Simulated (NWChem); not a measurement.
**SO2F2 (sulfuryl fluoride) at 3 levels**

Wanted: a comparison of 3 runs (CIS/aug-cc-pVDZ, CIS/jun-cc-pV(D+d)Z, CIS/cc-pVDZ) of SO2F2 (sulfuryl fluoride). 

Program for the calculation: NWChem 7.3.0.

### Step 1. Starting point

SO2F2 has 5 atoms, charge 0, and is taken as a singlet. As SMILES, `O=S(=O)(F)F`. The shape is that of a PBE0-D4/def2-TZVP optimisation.

Bond lengths: O1–S2 1.404 Å, S2–O3 1.404 Å, S2–F4 1.539 Å, S2–F5 1.539 Å. Angles: O1–S2–O3 124.9°, O1–S2–F4 108.1°, O1–S2–F5 108.1°, O3–S2–F4 108.1°, O3–S2–F5 108.1°, F4–S2–F5 95.6°.

### Step 2. The vertical excitations at CIS/aug-cc-pVDZ (run 1)

The input, work.nw:

```
start work
title "F2O2S excited"
memory total 2200 mb

geometry units angstrom noautosym nocenter noautoz
  O    -0.388200   -0.151100    1.421700
  S     0.070900   -0.096900    0.095900
  O     1.129600   -0.862200   -0.418700
  F    -1.140900   -0.267600   -0.837400
  F     0.328600    1.377800   -0.261400
end

basis spherical bse
  * library aug-cc-pVDZ
end

dft
  xc hfexch
  mult 1
  convergence energy 1e-08
  iterations 80
  print low
end

tddft
  cis
  nroots 4
  notriplet
end

task tddft
```

The run is started by

```bash
$ nwchem work.nw > work.out
```

Log:

```text
[...]
 d= 0,ls=0.0,diis     1   -745.8731143360 -1.04D+03  1.12D-02  2.11D+00     8.5
[...]
 d= 0,ls=0.0,diis    10   -746.0749912847 -2.36D-09  2.13D-07  3.12D-10    61.1
         Total DFT energy =     -746.074991284740
      One electron energy =    -1611.233146678654
           Coulomb energy =      635.132621459300
    Exchange-Corr. energy =      -61.810568354601
 Nuclear repulsion energy =      291.836102289215
[...]
         Spin multiplicity :       1
[...]
              XC Information
              --------------
              Hartree-Fock (Exact) Exchange   1.00
             TDDFT Information
             -----------------
          Calculation type : CIS
         Wavefunction type : Restricted singlets
          No. of electrons :      50
[...]
  Root   1 singlet a              0.385684148 a.u.               10.4950 eV
[...]
     Dipole Oscillator Strength                    0.0160811908
[...]
     Total Oscillator Strength                     0.0160831485
[...]
  Root   2 singlet a              0.394793748 a.u.               10.7429 eV
[...]
  Root   3 singlet a              0.396768866 a.u.               10.7966 eV
[...]
     Dipole Oscillator Strength                    0.0000000048
[...]
     Total Oscillator Strength                     0.0000040688
[...]
  Root   4 singlet a              0.436489246 a.u.               11.8775 eV
[...]
     Dipole Oscillator Strength                    0.0343163525
[...]
     Total Oscillator Strength                     0.0343170425
[...]
```

Wall time 6 min (1 thread of Intel Xeon Platinum 8259CL at 2.50GHz (Skylake/Cascade Lake), shared host); peak memory 0.11 GiB.

The roots found:

```csv
excited state,energy (eV),strength,label
1,10.495,0.0161,singlet a
2,10.743,0.0000,singlet a
3,10.797,0.0000,singlet a
4,11.877,0.0343,singlet a
```

### Step 3. The excited states at CIS/jun-cc-pV(D+d)Z (run 2)

The input, f2o2s.nw:

```
start f2o2s
memory 2200 mb
charge 0

geometry units angstrom noautosym nocenter noautoz
 O     -0.388200    -0.151100     1.421700
 S      0.070900    -0.096900     0.095900
 O      1.129600    -0.862200    -0.418700
 F     -1.140900    -0.267600    -0.837400
 F      0.328600     1.377800    -0.261400
end

basis spherical bse
 * library "jun-cc-pV(D+d)Z"
end

dft
 xc hfexch
 convergence energy 1e-08
 iterations 80
 print low
end

tddft
 cis
 nroots 4
 notriplet
end

task tddft energy
```

The run is started by

```bash
$ nwchem f2o2s.nw > f2o2s.out
```

Log:

```text
[...]
 d= 0,ls=0.0,diis     1   -745.8878706151 -1.04D+03  1.24D-02  2.11D+00     8.0
[...]
 d= 0,ls=0.0,diis    10   -746.0917564931 -2.71D-09  2.29D-07  4.44D-10    49.5
         Total DFT energy =     -746.091756493090
      One electron energy =    -1611.264320699993
           Coulomb energy =      635.124851021376
    Exchange-Corr. energy =      -61.788389103688
 Nuclear repulsion energy =      291.836102289215
[...]
         Spin multiplicity :       1
[...]
              XC Information
              --------------
              Hartree-Fock (Exact) Exchange   1.00
             TDDFT Information
             -----------------
          Calculation type : CIS
         Wavefunction type : Restricted singlets
          No. of electrons :      50
[...]
  Root   1 singlet a              0.385499758 a.u.               10.4900 eV
[...]
     Dipole Oscillator Strength                    0.0167416121
[...]
     Total Oscillator Strength                     0.0167432212
[...]
  Root   2 singlet a              0.394367340 a.u.               10.7313 eV
[...]
  Root   3 singlet a              0.398213464 a.u.               10.8359 eV
[...]
     Dipole Oscillator Strength                    0.0000000032
[...]
     Total Oscillator Strength                     0.0000039205
[...]
  Root   4 singlet a              0.437928133 a.u.               11.9166 eV
[...]
     Dipole Oscillator Strength                    0.0310815849
[...]
     Total Oscillator Strength                     0.0310820178
[...]
```

It took 4.3 min on 1 thread of Intel Xeon Platinum 8259CL at 2.50GHz (Skylake/Cascade Lake), shared host; peak memory 0.11 GiB.

The roots found:

```csv
excited state,energy (eV),strength,label
1,10.490,0.0167,singlet a
2,10.731,0.0000,singlet a
3,10.836,0.0000,singlet a
4,11.917,0.0311,singlet a
```

### Step 4. The excited states at CIS/cc-pVDZ (run 3)

The input, run.xyz:

```xyz
5
F2O2S excited
O     -0.388200    -0.151100     1.421700
S      0.070900    -0.096900     0.095900
O      1.129600    -0.862200    -0.418700
F     -1.140900    -0.267600    -0.837400
F      0.328600     1.377800    -0.261400
```

The input, run.nw:

```
start run
title "F2O2S excited"
memory total 2200 mb
charge 0

geometry noautosym nocenter noautoz
   load format xyz run.xyz
end

basis spherical bse
   * library cc-pVDZ
end

dft
   xc hfexch
   mult 1
   convergence energy 1e-08
   maxiter 80
   noprint "final vectors analysis"
end

tddft
   cis
   nroots 4
   notriplet
end

task tddft energy
```

The run is started by

```bash
$ nwchem run.nw > run.out
```

Log:

```text
[...]
          Wavefunction type:  closed shell.
          No. of atoms     :     5
          No. of electrons :    50
[...]
          Charge           :     0
          Spin multiplicity:     1
[...]
          AO basis - number of functions:    74
[...]
              XC Information
              --------------
                     Hartree-Fock (Exact) Exchange  1.000
          Convergence Information
          -----------------------
          Convergence aids based upon iterative change in
          total energy or number of iterations.
          Levelshifting, if invoked, occurs when the
[...]
 d= 0,ls=0.0,diis     1   -745.8269334944 -1.04D+03  1.50D-02  2.10D+00     5.4
[...]
 d= 0,ls=0.0,diis     9   -746.0276524245 -6.26D-09  8.53D-07  5.22D-09    24.4
         Total DFT energy =     -746.027652424527
      One electron energy =    -1611.415093408936
           Coulomb energy =      635.400509820089
    Exchange-Corr. energy =      -61.849171124896
 Nuclear repulsion energy =      291.836102289215
[...]
  Root   1 singlet a              0.400872377 a.u.               10.9083 eV
[...]
     Dipole Oscillator Strength                    0.0000001833
[...]
     Total Oscillator Strength                     0.0000010127
[...]
  Root   2 singlet a              0.402288224 a.u.               10.9468 eV
[...]
  Root   3 singlet a              0.412555064 a.u.               11.2262 eV
[...]
     Dipole Oscillator Strength                    0.0000000118
[...]
     Total Oscillator Strength                     0.0000017915
[...]
  Root   4 singlet a              0.444515932 a.u.               12.0959 eV
[...]
     Dipole Oscillator Strength                    0.0255464059
[...]
     Total Oscillator Strength                     0.0255466180
[...]
```

Run time: 1.9 min. Hardware: 1 thread of Intel Xeon Platinum 8259CL at 2.50GHz (Skylake/Cascade Lake), shared host; peak memory 0.1 GiB.

The roots found:

```csv
excited state,energy (eV),strength,label
1,10.908,0.0000,singlet a
2,10.947,0.0059,singlet a
3,11.226,0.0000,singlet a
4,12.096,0.0255,singlet a
```

### Step 5. Overview of the runs

```csv
run,level,energy (Eh),lowest excitation energy (eV),wall time
1,CIS/aug-cc-pVDZ,-746.074991,10.49,6 min
2,CIS/jun-cc-pV(D+d)Z,-746.091756,10.49,4.3 min
3,CIS/cc-pVDZ,-746.027652,10.91,1.9 min
```

### Step 6. Summary of results

| quantity | value |
| --- | --- |
| run 3: ground-state or mean-field energy | -746.02765 Eh |
| run 3: dipole moment (of the density that the program reports) | 1.04 D |
| run 3: lowest singlet excitation energy | 10.91 eV |

**Reading.** Over the runs the total energy spans 1.744 eV. All runs together took 12 min, the longest 6 min.
